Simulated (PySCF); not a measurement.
Computed with PySCF with PBE-D3(BJ)/def2-TZVP // BP86-D3(BJ)/def2-SVP. Isolated molecules, 0 K electronic values unless said otherwise. 

Reference species (SMILES): `O` (neutral, multiplicity 1).

```json
{
  "HOMO": "-6.96 eV",
  "dipole_moment": "2.07 D"
}
```

Changed species: `N` (free ligand NH3; the reference has free ligand H2O).

Give the shifts of the HOMO and dipole moment.

the HOMO increases by 0.81 eV, to -6.15 eV; the dipole moment drops by 0.27 D, to 1.80 D.
